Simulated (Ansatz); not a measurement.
Co, hcp: geometry optimisation

All numbers below come from DFT, r2SCAN, plane waves (500 eV) with PAW, scalar-relativistic in Ansatz. The PAW files were generated under PBE, with cores re-solved for the functional.

k-point mesh 14×14×8, Fermi-Dirac smearing 0.05 eV, starting moments 1.70 ×2 μB. Cell and atoms relax.

Starting structure:

```
Co
1.0
     2.50710    0.00000    0.00000
    -1.25355    2.17121    0.00000
     0.00000    0.00000    4.06860
Co
2
Cartesian
  0.0000 1.4475 1.0171
  1.2535 0.7237 3.0514
```

**Question.** What cell does the relaxation end in?

**Answer.** P6_3/mmc (spin ignored) with a = 2.472 Å, c = 4.027 Å (c/a = 1.629); 10.65 Å³ per atom against 11.07 at the start (-3.8 %).

**Question.** How much energy does the relaxation gain?

**Answer.** 11.8 meV per atom.

**Question.** Which magnetic state does it end in?

**Answer.** ferromagnetic, net 1.78 μB per atom; moments 1.91 ×2 μB.
